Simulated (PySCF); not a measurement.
A GIAO shielding run with PySCF 2.14 (density fitting, non-relativistic, gas phase) on `InChI=1S/C2H6F2P2/c1-5(2)6(3)4/h1-2H3`:

```
$ OMP_NUM_THREADS=1 python probes_run.py task.json out

{"job": {"kind": "nmr", "xc": "WP04", "basis": "pcSseg-1", "pop": false}, "charge": 0, "multiplicity": 1}
C     -0.613816    -1.379082    -0.671135
P     -0.161002    -0.313410     0.780293
C      1.544640     0.233006     0.287796
P     -1.141052     1.535388     0.017711
F     -2.623435     1.260999     0.602135
F     -0.581154     2.510795     1.182106
H     -0.065135    -2.330019    -0.594883
H     -0.389920    -0.920545    -1.647637
H     -1.688315    -1.612266    -0.620786
H      1.867626     1.033678     0.969292
H      1.615339     0.593725    -0.751543
H      2.235733    -0.614587     0.409529
```

Hardware: 1 thread of an Arm Neoverse V1, shared host.

Q: How large is the calculation?

A: 66 electrons, 146 basis functions and 806 auxiliary functions.

Q: How long does it take?

A: 11 s of wall time, with 14 SCF cycles and 4 response iterations. Times on a shared host scatter by some tens of per cent.

Q: And these other runs on the same molecule and hardware: GIAO shielding at B97-2/pcSseg-1; GIAO shielding at BHandHLYP/pcSseg-1; GIAO shielding at CAM-B3LYP/pcSseg-1; GIAO shielding at LC-wPBE/pcSseg-1; GIAO shielding at wB97X-D/pcSseg-1?

A: B97-2/pcSseg-1: 146 functions, 11 s; BHandHLYP/pcSseg-1: 146 functions, 10 s; CAM-B3LYP/pcSseg-1: 146 functions, 15 s; LC-wPBE/pcSseg-1: 146 functions, 22 s; wB97X-D/pcSseg-1: 146 functions, 15 s.
